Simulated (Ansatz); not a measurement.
Geometry optimisation, UHF/def2-SVP in Ansatz 0.2.0.

The input (input.yaml):

```yaml
crystal:
  periodic: [false, false, false]
  atoms:
    - { symbol: Si, position_ang: [0.314858, 0.005933, -0.053902] }
    - { symbol: H, position_ang: [0.441241, 0.064363, 2.613728] }
    - { symbol: F, position_ang: [1.107844, -0.01457, -1.470831] }
    - { symbol: H, position_ang: [-0.531774, 1.212605, -0.042922] }
    - { symbol: H, position_ang: [-0.442052, -1.260803, 0.021364] }
    - { symbol: O, position_ang: [-0.52448, 0.01127, 2.563014] }
    - { symbol: H, position_ang: [-0.756036, -0.819899, 2.954749] }
magnetization:
  spin_polarized: true
  initial_magnetization: 1
basis:
  gaussian: { orbitals: def2-SVP }
hamiltonian:
  xc: hf
relax:
  f_tol: 0.03
  max_steps: 50
```

Command:

```bash
$ ansatz run input.yaml --threads 1 --pin off --max-ram 2048MiB --backend cpu --events-out ev --progress --plain --runs-dir out
```

**Question.** Where does it end, and by what steps?

**Answer.** The run converged. The force dipped under the threshold on the way, but the program's further checks kept it going. After 21 steps the energy has fallen by 0.142 eV; H2 moved furthest, 0.86 Å.

```csv
step,energy less start (eV),largest force component (eV/Å),accepted
0,0.0000,1.271,yes
1,-0.0620,1.282,yes
2,-0.0709,0.987,yes
3,-0.0749,1.850,yes
4,-0.1335,0.210,yes
5,-0.1355,0.127,yes
6,-0.1365,0.034,yes
7,-0.1362,0.113,no
8,-0.1369,0.011,yes
9,-0.1373,0.133,yes
10,-0.1383,0.040,yes
11,-0.1390,0.014,yes
12,-0.0968,1.560,no
13,-0.1393,0.086,yes
14,-0.1395,0.140,yes
15,-0.1400,0.092,yes
16,-0.1402,0.191,yes
17,-0.1409,0.103,yes
18,-0.1414,0.004,yes
19,-0.1416,0.148,yes
20,-0.1418,0.046,yes
21,-0.1420,0.004,yes
```

```xyz
7
Properties=species:S:1:pos:R:3
Si 0.415 -0.077 -0.242
H -0.080 0.444 3.187
F 0.880 -0.039 -1.800
H -0.202 1.234 0.046
H -0.543 -1.195 -0.119
O -0.335 -0.182 2.526
H -0.526 -0.986 2.987
```

Whether the end is a true minimum wasn't checked by a vibrational analysis.

The run took 15 s on 1 thread of Intel(R) Xeon(R) 6975P-C (Granite Rapids) (shared host), peak memory 0.13 GiB.
